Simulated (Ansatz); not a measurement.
We consider zinc-blende GaSb, described by r²SCAN (PAW; Ansatz, a quantum-chemistry and plane-wave program).

The same calculation (at the measured cell, 28.315 Å³/atom) with different numerical settings:

```tsv
run	k mesh	gap on the mesh (eV)	total energy (eV/atom)	rough time
1	4×4×4	0.548	-5144.8411	under 3 core-s
2	6×6×6	0.549	-5144.9187	4 core-s
3	8×8×8	0.549	-5144.9294	5 core-s
4	12×12×12	0.549	-5144.9320	10 core-s
5	16×16×16	0.549	-5144.9322	20 core-s
6	20×20×20	0.549	-5144.9322	30 core-s
```

In the column total energy (eV/atom) the first row differs from the last by +0.0911 and the next to last by 0.0000.

The last row is no converged limit: other settings stay fixed.

Spin–orbit coupling is not included.
